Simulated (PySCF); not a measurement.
## Unknown compound

Molecular formula: C$_{6}$H$_{10}$. Simulated spectra:

$^{1}$H NMR (400 MHz, computed): δ 1.69 (s, 1H), 1.22 (s, 9H).

$^{13}$C{$^{1}$H} NMR (computed): δ 96.8 (C), 71.5 (CH), 33.4 (CH3), 30.7 (C).

Rapidly exchanging positions averaged, isolated molecule, a single conformation, non-relativistic. σ from GIAO-B97-2/pcSseg-2; geometry: PBE0-D3(BJ)/def2-TZVP; PySCF 2.14.

References, each an isolated molecule treated in the same way: TMS for $^{1}$H (σref 31.64), $^{13}$C (σref 185.38).

Problem. Deduce the structure.

Solution. 
- The formula gives 2 degrees of unsaturation (no ring in the answer).
- 4 carbon signals for 6 carbons: some carbons are equivalent by symmetry or fast rotation.
- Carbon types of the structure: 2 × C, 1 × CH, 3 × CH3, which accounts for all hydrogens.
- δC 96.8: alkyne carbon; the triple bond shields along its axis, which puts it between sp3 and sp2 carbons.
- δC 71.5: terminal alkyne carbon; the triple bond shields along its axis, which puts it between sp3 and sp2 carbons.
- δC 33.4: methyl carbon; saturated and bonded to C and H only.
- δC 30.7: propargylic quaternary sp3 carbon; aliphatic region, no heteroatom directly attached.
- δH 1.69: hydrogen on a terminal alkyne carbon; it lies on the axis of the triple bond, in its shielding cone.
- δH 1.22: hydrogen on a methyl carbon.

The compound is `InChI=1S/C6H10/c1-5-6(2,3)4/h1H,2-4H3`.

This is the structure that produced the data.

Shifts are as computed. Against solution values, carbons near 30 ppm lie about +3 ppm off and those near 130 ppm about +7 ppm. Of 1211 compounds with measured shifts, 218 miss one by over three times the rms of a fit or turn the order of signals round; such compounds aren't used in these exercises. Multiplicities follow the n + 1 count of equivalent neighbours, as no J values were calculated; m marks all less simple cases, F and P coupling included.
